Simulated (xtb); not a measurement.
xtb input (GFN2-xTB):

```bash
xtb mol.xyz --gfn 2 --sp --chrg 1 --uhf 0
```
mol.xyz:
```
5

C      0.66635149    -0.08229039     0.02948477
C     -0.57464739     0.07096549    -0.02542704
H      1.73846136    -0.21468951     0.07692356
H     -1.02215701     1.01799782    -0.36525859
H     -1.26652897    -0.73535889     0.26398866
```

End of the output:

```
         :::::::::::::::::::::::::::::::::::::::::::::::::::::
         ::                     SUMMARY                     ::
         :::::::::::::::::::::::::::::::::::::::::::::::::::::
         :: total energy              -5.197910915030 Eh    ::
         :: gradient norm              0.034058743844 Eh/a0 ::
         :: HOMO-LUMO gap              3.500712945360 eV    ::
         ::.................................................::
         :: SCC energy                -5.327431799758 Eh    ::
         :: -> isotropic ES            0.137658847311 Eh    ::
         :: -> anisotropic ES         -0.028163459142 Eh    ::
         :: -> anisotropic XC          0.015697838344 Eh    ::
         :: -> dispersion             -0.000678577899 Eh    ::
         :: repulsion energy           0.129520884728 Eh    ::
         :: add. restraining           0.000000000000 Eh    ::
         :: total charge               1.000000000000 e     ::
         :::::::::::::::::::::::::::::::::::::::::::::::::::::

           -------------------------------------------------
          |                Property Printout                |
           -------------------------------------------------

    * Orbital Energies and Occupations

         #    Occupation            Energy/Eh            Energy/eV
      -------------------------------------------------------------
         1        2.0000           -0.9370092             -25.4973
         2        2.0000           -0.8446344             -22.9837
         3        2.0000           -0.8018530             -21.8195
         4        2.0000           -0.7791349             -21.2013
         5        2.0000           -0.7530145             -20.4906 (HOMO)
         6                         -0.6243656             -16.9899 (LUMO)
         7                         -0.5097427             -13.8708
         8                         -0.2057383              -5.5984
         9                         -0.0787072              -2.1417
        10                          0.0023607               0.0642
        11                          0.6627328              18.0339
      -------------------------------------------------------------
                  HL-Gap            0.1286488 Eh            3.5007 eV
             Fermi-level           -0.6886900 Eh          -18.7402 eV

     #   Z          covCN         q      C6AA      α(0)
     1   6 C        1.906     0.126    28.015     8.548
     2   6 C        2.827    -0.020    28.493     8.747
     3   1 H        0.925     0.259     0.843     1.436
     4   1 H        0.923     0.317     0.659     1.270
     5   1 H        0.923     0.317     0.659     1.270
Note: The following floating-point exceptions are signalling: IEEE_DENORMAL
normal termination of xtb

 Mol. C6AA /au·bohr⁶  :        173.466879
 Mol. C8AA /au·bohr⁸  :       4356.103004
 Mol. α(0) /au        :         21.270488

Wiberg/Mayer (AO) data.
largest (>0.10) Wiberg bond orders for each atom

 ---------------------------------------------------------------------------
     #   Z sym  total        # sym  WBO       # sym  WBO       # sym  WBO
 ---------------------------------------------------------------------------
     1   6 C    3.648 --     2 C    2.479     3 H    0.910     5 H    0.130
                             4 H    0.130
     2   6 C    3.967 --     1 C    2.479     4 H    0.739     5 H    0.739
     3   1 H    0.933 --     1 C    0.910
     4   1 H    0.899 --     2 C    0.739     1 C    0.130
     5   1 H    0.899 --     2 C    0.739     1 C    0.130
 ---------------------------------------------------------------------------

Topologies differ in total number of bonds
Writing topology from bond orders to xtbtopo.mol

molecular dipole:
                 x           y           z       tot (Debye)
 q only:       -0.341       0.042      -0.015
   full:       -0.317       0.039      -0.014       0.811
molecular quadrupole (traceless):
                xx          xy          yy          xz          yz          zz
 q only:        4.941      -0.736      -1.273       0.264      -0.987      -3.668
  q+dip:        7.361      -1.072      -1.745       0.384      -1.595      -5.616
   full:        5.309      -0.707      -0.852       0.253      -1.485      -4.457

           -------------------------------------------------
          | TOTAL ENERGY               -5.197910915030 Eh   |
          | GRADIENT NORM               0.034058743844 Eh/α |
          | HOMO-LUMO GAP               3.500712945360 eV   |
           -------------------------------------------------

------------------------------------------------------------------------
------------------------------------------------------------------------
 total:
 SCF:
```
